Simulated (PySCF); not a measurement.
From results back to the method.

Compound: C3H5N3.
Numbering: `[CH3:1][n:2]1[n:3][cH:4][cH:5][n:6]1` (hydrogens: H7, H8, H9 on C1; H10 on C4; H11 on C5)

Structure used (PBE0-D3(BJ)/def2-TZVP), in Å, numbered top down from 1:
```xyz
11
C3H5N3 angstrom
C     -1.6847   -0.1040   -0.6366
N     -0.3332   -0.0247   -0.1484
N      0.3467   -1.0936    0.2049
C      1.5093   -0.6053    0.6234
C      1.4697    0.7833    0.4997
N      0.2836    1.1250    0.0078
H     -2.3794    0.2844    0.1097
H     -1.9011   -1.1503   -0.8344
H     -1.7750    0.4807   -1.5512
H      2.2925   -1.2562    0.9761
H      2.2137    1.5290    0.7279
```

The closed-shell ground state was solved 4 times with PySCF (density fitting, gas phase), always in the pcSseg-2 basis (286 functions), with these functionals: B97-2, KT3, PBE0 and wB97X-D. Isolated species at its PBE0-D3(BJ)/def2-TZVP geometry, gas phase.

```tsv
row	total energy (Eh)	HOMO (eV)	LUMO (eV)	dipole (D)
P	-281.5545	-9.42	1.66	0.50
Q	-285.9971	-6.48	-1.11	0.56
R	-281.3304	-7.60	-0.15	0.53
S	-281.5504	-7.34	-0.22	0.52
```

Question: Which functional belongs to which row?

Answer: P = wB97X-D, Q = KT3, R = PBE0, S = B97-2. By rising HOMO–LUMO gap: KT3 (GGA) 5.37 eV; B97-2 (global hybrid, 21 % exact exchange) 7.12 eV; PBE0 (global hybrid, 25 % exact exchange) 7.45 eV; wB97X-D (range-separated hybrid) 11.08 eV. Total energies of different functionals aren't bounds to one another; each is stationary for its own functional.

Note: wB97X-D ran without an empirical dispersion term, which enters the total energy and its gradient alone.
